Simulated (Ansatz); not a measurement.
bcc W, treated with LDA in Ansatz (PAW).

Run with plane-wave cutoff 520 eV, 24×24×24 k mesh, Fermi–Dirac smearing 0.05 eV, no spin polarisation, scalar-relativistic PAW data made under PBE.

Cell (relaxed at this level):

Space group Im-3m (No. 229); a = b = c = 3.1350 Å, α = β = γ = 90.00°

| atom | site | symmetry | x | y | z |
|---|---|---|---|---|---|
| W | 2a | m-3m | 0.0000 | 0.0000 | 0.0000 |
(The calculation used a cell of 1 atom; values per cell refer to that cell.)

**Question.** Estimate the bulk modulus B0 and pressure derivative B′ of the bulk modulus that the calculation returns.

**Answer.** 
- bulk modulus B0 = 335 GPa
- pressure derivative B′ of the bulk modulus = 4.2

The run finds no gap.

Measured, for comparison: bulk modulus 312 GPa (zero-point energy and finite temperature contributions removed, our sources range from 300 to 328; as tabulated in doi:10.1021/acs.jctc.3c00612). Computed (rounded) less measured: bulk modulus +7 % (+2 % to +12 % over the range).

Spin–orbit coupling is not included.

Static lattice: no zero-point or thermal effects.

Ansatz is a program for electronic structure.
